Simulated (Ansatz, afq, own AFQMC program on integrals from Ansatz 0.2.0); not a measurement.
Integrals from Ansatz 0.2.0, then the random walk in our own AFQMC program (afq).

```yaml
crystal:
  periodic: [false, false, false]
  atoms:
    - {symbol: P, position_ang: [0.000000, 0.000000, 0.000000]}
basis:
  gaussian: {orbitals: def2-TZVPP}
magnetization: {spin_polarized: true, initial_magnetization: 3}
correlation: {method: ccsd_t, electrons: outside_noble_gas, hamiltonian_folder: ham}
```

```sh
$ ansatz run in.yaml --threads 1 --pin off --events-out ev --progress --plain --max-ram 24576MiB --backend cuda --devices 0, --max-vram 18GiB
```

afq runs on the folder ham with

```
--method phaseless --trial hf --walkers 4000 --populations 20 --least-time 40 --time-step 0.005 --steps-per-block 20 --equilibration-blocks 112 --max-blocks 4000 --target-error 0.00042 --factor-cut 1e-05 --start spin_pure --seed 9138 --taylor-order 6
```

Times are imaginary, in 1/Eh. The walk had a cap of 49 s. With eight or more populations the least sampling time is a fifth of least-time, and the error comes from their spread.

afq prints:

```
orbitals 37  electrons 4 1  factors 238 of 244
reference energy -340.70986260 Eh
CCSD correlation -0.10112725 Eh in 8 cycles, weight of the determinant in the CISD state 0.9361
energy of the start -340.709863 Eh
 block  time / (1/Eh)  mean weight  energy / Eh
     1     0.100  1.0004  -340.726991
     2     0.200  1.0005  -340.740486
     3     0.300  1.0005  -340.751627
     4     0.400  1.0004  -340.761119
     5     0.500  1.0006  -340.768290
    10     1.000  1.0003  -340.791332
    37     3.700  1.0000  -340.814971
    49     4.900  1.0000  -340.812094
    67     6.700  0.9999  -340.815091
    97     9.700  1.0000  -340.814829
   127    12.700  0.9999  -340.817292
   157    15.700  0.9999  -340.812196
   187    18.700  0.9997  -340.819451
   217    21.700  0.9999  -340.813111
   247    24.700  1.0000  -340.816068
   259    25.900  0.9998  -340.815865
error from the spread of 20 populations
energy -340.815573 +/- 0.000403 Eh
(rows thinned)
```

The run passed its tests (sampling time, drift between the halves within three errors, error under three times the target), which doesn't prove that it has relaxed.

Against this walk (error 11.0 meV) on the same determinant: CCSD(T) 19.9 meV higher (within the noise), CCSDT(Q) 4.9 meV lower (within the noise), CCSDTQ 5.5 meV lower (within the noise), full CI 5.5 meV lower (within the noise), a separate phaseless walk with a CISD trial and standard settings 3.0 ± 11.1 meV lower (within the noise). The error is statistical and leaves out the bias of the constraint.

Cautions: constraint bias not in the error.

The walk took 30 s on 1 × NVIDIA H100 80GB HBM3 with 2 threads of AMD EPYC 7R13 Processor (Zen 3) (shared host) (the card was shared). The log's last line is the phaseless energy.

CCSDT and higher add their correlation energy to the determinant of the CCSD(T) run, since their own runs factorise the integrals more tightly (a shift of under 2 meV). A walk keeps the symmetry of its determinant, which the program's search chose and which needn't be the lowest solution, so a lower state of the same spin and another symmetry isn't excluded.
